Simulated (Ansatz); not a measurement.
Pyrite PtSb2

These are r²SCAN (Ansatz, a program for electronic structure, plane waves, PAW) values and carry that method's errors.

Settings: plane-wave cutoff 560 eV, 6×6×6 k mesh, Fermi–Dirac smearing 0.01 eV, scalar-relativistic PAW data made under PBE.

Cell: relaxed at this level.

* **lattice parameter a**: 6.504 Å
* **band gap**: zero (no gap)

Measured, for comparison: band gap 0.11 eV (low temperature, zero-point motion not removed; as tabulated in Saeed et al. (2013), arXiv:1402.4256); lattice constant a 6.44 Å (temperature not stated, not corrected to a static lattice; as tabulated in Saeed et al. (2013), arXiv:1402.4256). Computed (rounded) less measured: lattice constant a +1.0 %.

Note: the gap of the solid is closed in this run; this level leaves the solid without a gap, although one is measured.

Spin–orbit coupling is not included; it can open a gap where bands touch, and shift volumes and moduli.
